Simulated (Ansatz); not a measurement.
Reaction (SMILES): FCF → F[CH]F + H atom
B3LYP-D3(BJ)/def2-TZVP geometries, fixed; electronic energies without zero-point terms.

Energies in hartree at PBE with Ansatz (a first-principles code); the bond dissociation energy is their sum with the coefficients shown, times 627.509 kcal/mol a hartree. All functions are spherical. Open shells are unrestricted. No added dispersion term, no relativity.

```json
[
 {"species": "FCF", "coefficient": "-1", "part": "PBE", "cc-pVDZ": "-238.74634", "cc-pVTZ": "-238.83673", "cc-pVQZ": "-238.86023"},
 {"species": "F[CH]F", "coefficient": "+1", "part": "PBE", "cc-pVDZ": "-238.08696", "cc-pVTZ": "-238.17362", "cc-pVQZ": "-238.19654"},
 {"species": "H atom", "coefficient": "+1", "part": "PBE", "cc-pVDZ": "-0.49863", "cc-pVTZ": "-0.49962", "cc-pVQZ": "-0.49985"}
]
```

### Question
Predict the bond dissociation energy in cc-pV5Z (X = 5): let each PBE step shrink by the ratio of the last two. Compare with the run.

### Answer

- FCF: steps -0.09039 and -0.02350, ratio 0.260, so PBE -238.86634 (run: -238.86811).
- F[CH]F: steps -0.08666 and -0.02292, ratio 0.264, so PBE -238.20259 (run: -238.20435).
- H atom: steps -0.00099 and -0.00023, ratio 0.232, so PBE -0.49990 (run: -0.49997).
Predicted 102.82 kcal/mol; the run in cc-pV5Z gives 102.78, a miss of 0.04. Keeping the value in cc-pVQZ, 102.81, would miss by 0.03. All sums are of the energies as printed.
